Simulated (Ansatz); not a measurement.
System: cuprite Ag2O. Method: PBE0+SOC (plane waves, PAW; Ansatz, a first-principles code).

Run with plane-wave cutoff 460 eV, 6×6×6 k mesh, Fermi–Dirac smearing 0.01 eV, PAW data made under PBE.

The cell has the measured lattice: a = b = c = 4.7450 Å, α = β = γ = 90.00°.

Task: Estimate the band gap that the calculation returns.

Result: 
band gap: 1.71 eV (on the SCF k mesh) (direct)

Measured, for comparison: band gap 1.2 eV (temperature not stated, no zero-point or thermal correction, photoconductivity; as tabulated in He and Franchini (2017), arXiv:1706.08159). Computed (rounded) less measured: band gap +0.51 eV.

Note: cell and atoms aren't relaxed at this level (pressure 2.1 GPa).

Static lattice: no zero-point or thermal effects.

The result took around 23 core-minutes (rough).
